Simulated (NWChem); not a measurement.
## disilane (H6Si2)

SMILES: [SiH3][SiH3]
```xyz
8

Si     1.1759     0.0521     0.0000
Si    -1.1759    -0.0521     0.0000
H      1.6663     0.7806     1.2230
H      1.6663     0.7806    -1.2230
H      1.7601    -1.3356     0.0000
H     -1.6663    -0.7806     1.2230
H     -1.6663    -0.7806    -1.2230
H     -1.7601     1.3356     0.0000
```
Charge 0, spin multiplicity 1.

Everything below was run with NWChem. All single points use one geometry, from PBE/def2-SVP, a minimum by its harmonic frequencies.

Symmetry labels belong to the abelian group C2h used in the runs, with the axes of the coordinates shown; states degenerate in a higher group split over its labels.

B3LYP has NWChem's definition, with VWN1-RPA local correlation.

### Question
List the lowest 6 singlet excitations that TD-B3LYP/aug-cc-pVDZ, VWN1-RPA local correlation gives, with oscillator strengths.

### Answer
| state | symmetry | energy (eV) | wavelength (nm) | f |
|---|---|---|---|---|
| 1 | ag | 7.01 | 177 | 0.000 |
| 2 | bu | 7.32 | 169 | 0.417 |
| 3 | bu | 7.37 | 168 | 0.019 |
| 4 | au | 7.37 | 168 | 0.019 |
| 5 | bg | 7.75 | 160 | 0.000 |
| 6 | ag | 7.75 | 160 | 0.000 |
